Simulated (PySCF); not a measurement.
Working with the constants of SiN⁺

PBE0 constants of SiN⁺, ³Σ⁻ (triplet), unpaired electrons π ↑↑ (basis Si def2-TZVP, N def2-TZVP; no relativity; PySCF 2.14; masses 27.9769 and 14.0031 u):

```
ωe            : 799.6 cm⁻¹
ωexe          : 4.76 cm⁻¹
Be            : 0.56668 cm⁻¹
αe            : 0.00487 cm⁻¹
De to Si⁺ + N : 2.72 eV
```

What force constant and bond length do these constants imply?

Reduced mass μred = 9.3321 u; k = 5.8918×10⁻⁷·μred·ωe² (u, cm⁻¹, mdyn/Å) = 3.52 mdyn/Å; Re = √(16.8576/(μred·Be)) (u, cm⁻¹, Å) = 1.785 Å.

Estimate the centrifugal constant D from the Kratzer relation and find the Dunham coefficient a1.

D = 4Be³/ωe² = 1.14e-06 cm⁻¹; a1 = −1 − αeωe/(6Be²) = -3.02.

For an ion De counts to the pair picked by the measured ionisation energies or electron affinities, which need not be the lowest pair at this level. The state was picked by a PBE0 search and need not be the measured ground state.
